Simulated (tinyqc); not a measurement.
Inside a calculation. Method: UKS/LDA (VWN5) in the sto-3g basis, for LiH+, spin multiplicity 2. One step of it, computed by the program tinyqc.

Problem. Iteration 2: building the Kohn-Sham matrix. J_ij = sum D_kl (ij|kl) with D = D(alpha) + D(beta); F = H + J + V_xc; E = tr D H + tr D J / 2 + E_xc + E_nn.

D(alpha) after iteration 1, lower triangle:
```
            1Li 1s    1Li 2s   1Li 2px   1Li 2py   1Li 2pz     2H 1s
1Li 1s    1.018453
1Li 2s   -0.045804  0.063883
1Li 2px   0.000724  0.004506  0.000334
1Li 2py  -0.000231  0.005068  0.000371  0.000414
1Li 2pz  -0.021141  0.062624  0.004513  0.005050  0.061963
2H 1s    -0.064539  0.189254  0.013635  0.015260  0.187239  0.565798
```

D(beta) after iteration 1, lower triangle:
```
            1Li 1s     1Li 2s   1Li 2px   1Li 2py   1Li 2pz     2H 1s
1Li 1s    1.010166
1Li 2s   -0.022981   0.000523
1Li 2px   0.001716  -0.000039  0.000003
1Li 2py   0.001407  -0.000032  0.000002  0.000002
1Li 2pz   0.002487  -0.000057  0.000004  0.000003  0.000006
2H 1s     0.004327  -0.000098  0.000007  0.000006  0.000011  0.000019
```

core Hamiltonian H = T + V (hartree), lower triangle:
```
            1Li 1s     1Li 2s    1Li 2px    1Li 2py    1Li 2pz      2H 1s
1Li 1s   -4.710045
1Li 2s   -1.057873  -1.380601
1Li 2px   0.000000   0.000000  -1.123024
1Li 2py   0.000000   0.000000   0.000000  -1.123024
1Li 2pz  -0.013601  -0.114124   0.000000   0.000000  -1.214192
2H 1s    -0.221777  -0.609212   0.000000   0.000000  -0.765945  -1.377186
```

Two-electron integrals (ij|kl) in chemists' order, unique and non-zero (hartree):
```
(11|11) 1.680395   (21|11) 0.265420   (21|21) 0.049941   (22|11) 0.397727
(22|21) 0.092860   (22|22) 0.290562   (31|31) 0.008981   (32|31) 0.013788
(32|32) 0.064184   (33|11) 0.396640   (33|21) 0.092880   (33|22) 0.290497
(33|33) 0.312946   (41|41) 0.008981   (42|41) 0.013788   (42|42) 0.064184
(43|43) 0.016869   (44|11) 0.396640   (44|21) 0.092880   (44|22) 0.290497
(44|33) 0.279207   (44|44) 0.312946   (51|51) 0.008981   (52|51) 0.013788
(52|52) 0.064184   (53|53) 0.016869   (54|54) 0.016869   (55|11) 0.396640
(55|21) 0.092880   (55|22) 0.290497   (55|33) 0.279207   (55|44) 0.279207
(55|55) 0.312946   (61|11) 0.052363   (61|21) 0.009909   (61|22) 0.018792
(61|33) 0.018573   (61|44) 0.018573   (61|51) 0.001181   (61|52) 0.002301
(61|55) 0.019238   (61|61) 0.002152   (62|11) 0.129572   (62|21) 0.030647
(62|22) 0.102209   (62|33) 0.096838   (62|44) 0.096838   (62|51) 0.004952
(62|52) 0.030681   (62|55) 0.112847   (62|61) 0.007279   (62|62) 0.060774
(63|31) 0.002382   (63|32) 0.011274   (63|53) 0.004652   (63|63) 0.004199
(64|41) 0.002382   (64|42) 0.011274   (64|54) 0.004652   (64|64) 0.004199
(65|11) 0.162501   (65|21) 0.038821   (65|22) 0.134217   (65|33) 0.125091
(65|44) 0.125091   (65|51) 0.007668   (65|52) 0.047026   (65|55) 0.152317
(65|61) 0.009565   (65|62) 0.087174   (65|65) 0.126649   (66|11) 0.303332
(66|21) 0.072948   (66|22) 0.267784   (66|33) 0.244295   (66|44) 0.244295
(66|51) 0.013146   (66|52) 0.100850   (66|55) 0.314511   (66|61) 0.018000
(66|62) 0.200166   (66|65) 0.297822   (66|66) 0.774606
```

nuclear repulsion = 0.91185045 hartree

V_xc(alpha) (hartree), lower triangle:
```
            1Li 1s     1Li 2s    1Li 2px    1Li 2py    1Li 2pz      2H 1s
1Li 1s   -1.040192
1Li 2s   -0.135715  -0.138191
1Li 2px  -0.000208  -0.001516  -0.122698
1Li 2py  -0.000207  -0.001726  -0.000317  -0.122690
1Li 2pz  -0.004071  -0.063839  -0.000998  -0.001061  -0.165503
2H 1s    -0.028040  -0.108017  -0.000351  -0.000389  -0.158222  -0.434811
```

V_xc(beta) (hartree), lower triangle:
```
            1Li 1s     1Li 2s    1Li 2px    1Li 2py    1Li 2pz      2H 1s
1Li 1s   -1.037862
1Li 2s   -0.133332  -0.110518
1Li 2px  -0.000113  -0.000704  -0.103830
1Li 2py  -0.000109  -0.000858  -0.000286  -0.103818
1Li 2pz  -0.001760  -0.033633  -0.000651  -0.000687  -0.120679
2H 1s    -0.026616  -0.060302  -0.000164  -0.000187  -0.082453  -0.194517
```

E_xc = sum of w rho eps_xc = -1.86947736 hartree

Give: Coulomb J; F(alpha); F(beta); total energy of this density.

Solution.

Coulomb J (hartree), lower triangle:
```
         1Li 1s  1Li 2s  1Li 2px  1Li 2py  1Li 2pz   2H 1s
1Li 1s   3.6981
1Li 2s   0.6096  1.0692
1Li 2px  0.0002  0.0009   1.0476
1Li 2py  0.0002  0.0010   0.0000   1.0476
1Li 2pz  0.0134  0.0935   0.0003   0.0003   1.1055
2H 1s    0.1238  0.4440   0.0003   0.0003   0.5959  1.2777
```

F(alpha) (hartree), lower triangle:
```
          1Li 1s   1Li 2s  1Li 2px  1Li 2py  1Li 2pz    2H 1s
1Li 1s   -2.0522
1Li 2s   -0.5840  -0.4496
1Li 2px   0.0000  -0.0006  -0.1982
1Li 2py   0.0000  -0.0007  -0.0003  -0.1982
1Li 2pz  -0.0042  -0.0844  -0.0007  -0.0007  -0.2742
2H 1s    -0.1260  -0.2733  -0.0001  -0.0001  -0.3283  -0.5343
```

F(beta) (hartree), lower triangle:
```
          1Li 1s   1Li 2s  1Li 2px  1Li 2py  1Li 2pz    2H 1s
1Li 1s   -2.0498
1Li 2s   -0.5816  -0.4219
1Li 2px   0.0001   0.0002  -0.1793
1Li 2py   0.0001   0.0002  -0.0003  -0.1793
1Li 2pz  -0.0019  -0.0542  -0.0004  -0.0004  -0.2293
2H 1s    -0.1246  -0.2256   0.0001   0.0001  -0.2525  -0.2940
```

total energy of this density = -7.482277 hartree
